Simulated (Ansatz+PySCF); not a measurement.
Values are calculated unless marked as measured or tabulated.
Input for Ansatz (development build ahead of 0.2.0):

```yaml
crystal:
  periodic: [false, false, false]
  atoms:
    - { symbol: S, position_ang: [0.0, 0.0, 0.0] }
    - { symbol: H, position_ang: [1.48321, 0.0, 1.24456] }
    - { symbol: H, position_ang: [-1.58115, 0.0, 1.32674] }
basis:
  gaussian: { orbitals: "6-31G" }
total_charge: 1
magnetization:
  initial_magnetization: 1
hamiltonian:
  xc: hf
correlation:
  method: fci
  frozen_orbitals: { H: 0, S: 5 }
```

The input is written out in the form of the current development build from the run's settings.

Output:

- Converged: yes
- Total energy: -398.24494 hartree
- State: lowest doublet root, of any spatial symmetry
